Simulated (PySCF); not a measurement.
# CH: bond curves at several levels of theory

One job finds the state of CH, follows it along the bond with each method and fits the curves.

Method: H aug-pcseg-1, C aug-pcseg-1, no relativity; program: PySCF 2.14.0.

### Step 1. Input

Settings of the job:

```json
{
  "atoms": "H, C",
  "charge": "0",
  "basis": "H aug-pcseg-1, C aug-pcseg-1",
  "Hamiltonian": "no relativity",
  "basis functions": "32",
  "electrons treated": "7",
  "masses in u": "1.0078, 12.0000",
  "levels": "PBE0, PBE, r²SCAN, B3LYP, PBEsol, M06-2X, ωB97X, HF, MP2, SCS-MP2, CCSD, CCSD(T)",
  "grid": "80 radial by 434 angular points",
  "occupations": "held fixed by the projection of orbital angular momentum",
  "dissociation limit": "H + C, each in its ground configuration",
  "starting distance in angstrom": "1.030",
  "values of 2S to try": "1, 3"
}
```

Command:

```bash
OMP_NUM_THREADS=1 python dia.py task.json out
```

The runs that follow: The PBE0 curve of the state that the search chose; Other states along the same grid; PBE (GGA); r²SCAN (meta-GGA); B3LYP; PBEsol (GGA); M06-2X; ωB97X; UHF; Adding correlation.

What does the calculation give? Wanted: for each run, Re; ωe; De; μ.

The runs gave:

Lowest PBE0 solution found, without spin–orbit coupling: ²Π (doublet), unpaired electrons π ↑. State 2 has its PBE0 minimum 0.58 eV higher. The other levels ran on the lowest alone.

```
      level  Re (Å)  ωe (cm⁻¹)  De (eV)  μ (D)
        UHF   1.109       3072     2.48  -1.61
    UHF-MP2   1.119       2981     3.26    n/a
UHF-SCS-MP2   1.120       2969     3.37    n/a
   UHF-CCSD   1.127       2889     3.38    n/a
UHF-CCSD(T)   1.128       2873     3.41    n/a
        PBE   1.145       2740     3.64  -1.38
     PBEsol   1.149       2725     3.74  -1.40
     r²SCAN   1.132       2833     3.52  -1.47
      B3LYP   1.132       2832     3.66  -1.45
       PBE0   1.131       2866     3.58  -1.47
     M06-2X   1.122       2910     3.56  -1.51
      ωB97X   1.128       2900     3.58  -1.54
```

De is counted to H + C in their ground configurations. A positive dipole means H(−)C(+).

Differences from CCSD(T) in the same basis:

```
      level  Re (mÅ)  ωe (%)
        UHF      -19    +6.9
    UHF-MP2       -9    +3.8
UHF-SCS-MP2       -8    +3.3
   UHF-CCSD       -1    +0.6
        PBE      +16    -4.6
     PBEsol      +21    -5.1
     r²SCAN       +4    -1.4
      B3LYP       +3    -1.4
       PBE0       +3    -0.3
     M06-2X       -6    +1.3
      ωB97X        0    +0.9
```

In words: Judged by CCSD(T) in the same basis: best bond length ωB97X (0 mÅ), worst PBEsol (+21 mÅ); best wavenumber PBE0 (-0.3 %), worst UHF (+6.9 %). Hartree–Fock makes the bond too short and too stiff against this reference, as it mostly does. PBE has the long and soft bond that GGAs tend to give. CCSD(T) in a basis this small is itself some way from its limit, more so than the functionals. Of the levels with a De here, UHF gives the least (2.48 eV) and PBEsol the most (3.74 eV).

Correlated steps freeze 1 core orbital.
